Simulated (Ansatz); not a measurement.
# MgH₂ (quintet): the correlation ladder, def2-TZVPP

The task here is to estimate one member of a computed series from the others.

Method: def2-TZVPP, core rule «outside noble gas», up to 5 orbitals frozen; program: Ansatz 0.2.0, Gaussian basis.

To be run: UHF; ROHF; CCSD(T) on UHF.

2 further runs of the same task are left out: 2 set aside as unsound or not needed.

## The geometry

The geometry is a PBE0/def2-TZVP stationary point (not a proven minimum) of the parent state, kept for this charge and spin.

3 atoms, charge 0, spin multiplicity 5.

Atoms are counted from 1 here; the program's logs count them from 0.

Bond lengths: Mg1–H2 1.997 Å, Mg1–H3 1.997 Å, H2–H3 0.821 Å. Angles: H2–Mg1–H3 23.7°, Mg1–H2–H3 78.1°, Mg1–H3–H2 78.1°.

The first run:

Contents of in.yaml:

```yaml
crystal:
  periodic: [false, false, false]
  atoms:
    - {symbol: Mg, position_ang: [0.000000, 0.000000, -0.149686]}
    - {symbol: H, position_ang: [0.000000, 0.410416, 1.804730]}
    - {symbol: H, position_ang: [0.000000, -0.410416, 1.804730]}
basis:
  gaussian: {orbitals: def2-TZVPP}
magnetization: {spin_polarized: true, initial_magnetization: 4}
hamiltonian: {xc: hf}
output: {orbitals: {seedname: orbitals}}
```

Started as:

```console
> ansatz run in.yaml --threads 1 --pin off --events-out ev --progress --plain --max-ram 4096MiB --backend cpu
```

Steps of the session up to this table: UHF; ROHF; CCSD(T) on UHF.

One of the session's tables, all rows but one given; the rest of the session is left out.

It belongs to the step «Misses and costs». 

| method | from UCCSD(T) (kcal/mol) |
| --- | --- |
| ROHF | +11.19 |
| UHF | +11.14 |
| UMP2 | ? |
| UCCSD | +0.15 |
| UCCSD(T) | 0 |

Estimate the missing values for UMP2.

The run gave: from UCCSD(T) (kcal/mol): +3.91. In the column «from UCCSD(T) (kcal/mol)» it lies between UCCSD (+0.15) and UHF (+11.14).
